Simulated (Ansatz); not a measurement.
**Si₂H₃ (doublet): the correlation ladder at a displaced geometry (v1), cc-pVDZ**

How much of the correlation energy of Si₂H₃ (doublet) does each wave-function method recover here?

The runs use Ansatz 0.2.0, Gaussian basis; cc-pVDZ, core rule «outside noble gas», up to 10 orbitals frozen.

The runs, in order: UHF; CCSD(T) on ROHF; CCSD(T) on UHF; BCCD(T) on ROHF; CISD; CCSDT(Q) on ROHF; CCSDT(Q) on UHF.

20 further runs of the same task are left out: 9 that didn't finish, 11 set aside as unsound or not needed.

### 1 What is computed

The geometry is a PBE0/def2-TZVP stationary point (not a proven minimum) with its atoms shifted at random (size 0.040 Å).

5 atoms, charge 0, spin multiplicity 2.

Atoms are counted from 1 here; the program's logs count them from 0.

Bond lengths: Si1–Si2 2.379 Å, Si1–H3 1.522 Å, Si1–H4 1.552 Å, Si1–H5 1.427 Å. Angles: Si2–Si1–H3 114.3°, Si2–Si1–H4 98.1°, Si2–Si1–H5 114.3°, H3–Si1–H4 110.5°, H3–Si1–H5 113.3°, H4–Si1–H5 104.7°.

Coordinates:

```xyz
5

Si    0.00728    0.00732    1.10442
Si    0.00847   -0.00882   -1.27472
H     0.61802    1.25668    1.72232
H    -1.52966   -0.01233    1.32238
H     0.47287   -1.20234    1.70063
```

### 2 UHF

Input file in.yaml:

```yaml
crystal:
  periodic: [false, false, false]
  atoms:
    - {symbol: Si, position_ang: [0.007278, 0.007318, 1.104419]}
    - {symbol: Si, position_ang: [0.008469, -0.008825, -1.274721]}
    - {symbol: H, position_ang: [0.618024, 1.256678, 1.722316]}
    - {symbol: H, position_ang: [-1.529657, -0.012334, 1.322379]}
    - {symbol: H, position_ang: [0.472870, -1.202339, 1.700629]}
basis:
  gaussian: {orbitals: cc-pVDZ}
magnetization: {spin_polarized: true, initial_magnetization: 1}
hamiltonian: {xc: hf}
output: {orbitals: {seedname: orbitals}}
```

Run with:

```sh
ansatz run in.yaml --threads 1 --pin off --events-out ev --progress --plain --max-ram 2393MiB
```

The runs that follow: CCSD(T) on ROHF; CCSD(T) on UHF; BCCD(T) on ROHF; CISD; CCSDT(Q) on ROHF; CCSDT(Q) on UHF.

Q: Predict the results of all the runs planned. Wanted: UCCSDT(Q) below the RHF energy; RMP2 from UCCSDT(Q); UMP2 from UCCSDT(Q); RCCSD from UCCSDT(Q); RCCSD(T) from UCCSDT(Q); UCCSD(T) from UCCSDT(Q); RCCSDT(Q) from UCCSDT(Q); T1 diagnostic.

**Answer**, as computed:

| quantity | value |
| --- | --- |
| UCCSDT(Q) below the RHF energy | -5.9837 eV |
| RMP2 from UCCSDT(Q) | +32.48 kcal/mol |
| UMP2 from UCCSDT(Q) | +34.78 kcal/mol |
| RCCSD from UCCSDT(Q) | +4.53 kcal/mol |
| RCCSD(T) from UCCSDT(Q) | +0.97 kcal/mol |
| UCCSD(T) from UCCSDT(Q) | +1.03 kcal/mol |
| RCCSDT(Q) from UCCSDT(Q) | +0.01 kcal/mol |
| levels within 1 kcal/mol (43 meV) | RCCSD(T), BCCD(T), RCCSDT, UCCSDT, RCCSDT(Q) |
| T1 diagnostic | 0.019 |

What this shows: RCCSD(T) lands +0.97 kcal/mol from the yardstick (0.7 % of the correlation energy). Coupled cluster took another determinant than the lowest Hartree-Fock one. These misses are within one basis, not against nature; the frozen cores of restricted and unrestricted runs differ, which can shift their rows.
